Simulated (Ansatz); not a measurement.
This script makes a ladder of basis sets of HS with the Python package of Ansatz (0.2.0).

The script, `run_basis.py`:
```python
"""Basis-set convergence for HS."""

import argparse

import ansatz as az

parser = argparse.ArgumentParser(description="Basis-set convergence for HS.")
parser.add_argument("--functional", required=True, help="exchange-correlation functional")
args = parser.parse_args()

mol = (
    az.Crystal.molecule()
    .atom("H", (0.0, 0.0, 0.0))
    .atom("S", (0.0, 0.0, 1.305))
)

calculation = (
    mol.calculation()
    .functional(args.functional)
    .spin("collinear", total=1)  # two spin channels
)

energies = {}
for basis in ["aug-cc-pVDZ", "aug-cc-pVTZ"]:
    rep = calculation.basis(gaussian=basis).run(threads=1, pin="off").report
    size = rep["n_frozen"] + rep["n_occupied"][0] + rep["n_virtual"][0]
    energies[basis] = (rep["reference_energy_ev"] / 27.211386246, rep["free_energy_ev"] / 27.211386246)
    print(f"{basis:14s} {size:4d} orbitals  reference {energies[basis][0]:14.6f} Ha  total {energies[basis][1]:14.6f} Ha")

last = energies["aug-cc-pVTZ"][1]
for basis, (_, total) in energies.items():
    print(f"{basis:14s} lies {27.211386 * (total - last):9.4f} eV above aug-cc-pVTZ")
```

How far does the total energy move along this ladder of basis sets?

Against aug-cc-pVDZ: aug-cc-pVTZ -14.2 mHa. The last step alone is -14.17 mHa.

The run itself:

Running `python run_basis.py --functional hf` prints:
```text
aug-cc-pVDZ      36 orbitals  reference    -398.091329 Ha  total    -398.091329 Ha
aug-cc-pVTZ      73 orbitals  reference    -398.105501 Ha  total    -398.105501 Ha
aug-cc-pVDZ    lies    0.3856 eV above aug-cc-pVTZ
aug-cc-pVTZ    lies    0.0000 eV above aug-cc-pVTZ
```

What to keep in mind:
- The drop along the ladder measures the basis error, and is no property of the molecule.
- The geometry is a force-field or estimated start, not a minimum of this method, and the last set is no limit. Much of the fall in a total is atomic energy, which cancels in bond and reaction energies.
- The species is open-shell (spin multiplicity 2).
- For Al to Cl the sets with a tight d function, cc-pV(X+d)Z, are usual.
- Timing: 0.7 s on 1 thread of Intel(R) Xeon(R) Processor @ 2.30GHz, on a shared host, peak memory 0.19 GiB.
